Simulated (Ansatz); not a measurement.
## Structure relaxation of Li2Cd

These are results of DFT PBE, scalar-relativistic, plane waves, PAW in Ansatz, not measurements. Cutoff 420 eV, Γ-centred k mesh, Gaussian smearing, no spin polarisation in the final step.

Li2Cd was placed on the sites of a reported Cr2B cell (I4/mcm, No. 140), with Cd in place of B, Li in place of Cr, at a guessed volume.

```xyz
6
Lattice="-3.3878 3.3878 2.8200 3.3878 -3.3878 2.8200 3.3878 3.3878 -2.8200" Properties=species:S:1:pos:R:3 pbc="T T T"
Li    1.1315    4.5193    0.0000
Li    2.2563    1.1315    0.0000
Li    2.2563   -1.1315    2.8200
Li    1.1315    2.2563    2.8200
Cd    0.0000    0.0000    1.4100
Cd    0.0000    0.0000    4.2300
```

Cell and atoms relax at zero pressure; the relaxation can't lower the symmetry of the start.

The zero of energy is the elements' standard structures at the same level; no fitted shifts are applied.

(1) Describe the relaxed structure.

(2) What are its volume, energy, density and gap?

Results:

(1) It keeps I4/mcm (No. 140). Conventional cell: a = 6.509 Å, c = 5.874 Å. Li is coordinated by 4 Cd at 2.86 Å, 1 Li at 2.91 Å and 10 Li at 3.39–3.58 Å; Cd is coordinated by 8 Li at 2.86 Å and 2 Cd at 2.94 Å.

Space group I4/mcm (No. 140). a = 6.509 Å, b = 6.509 Å, c = 5.874 Å, α = 90.00°, β = 90.00°, γ = 90.00°
```json
{"atom": "Li", "site": "8h", "symmetry": "m.2m", "x": "0.1578", "y": "0.6578", "z": "0.0000"}
{"atom": "Cd", "site": "4a", "symmetry": "422", "x": "0.0000", "y": "0.0000", "z": "0.2500"}
```

(2) The volume per atom is 20.74 Å³ and the density is 3.37 g/cm³. The energy over the elements is -0.14 eV/atom and the gap on the 10×10×10 mesh is 0 eV (a metal).

The final run used a 10×10×10 mesh on its 6-atom cell and 0.10 eV smearing. The k mesh leaves about 4 meV/atom of noise in metals. Symmetry constrained the relaxation, so the result can be a saddle point. The steps took roughly 2.7 core-minutes in all.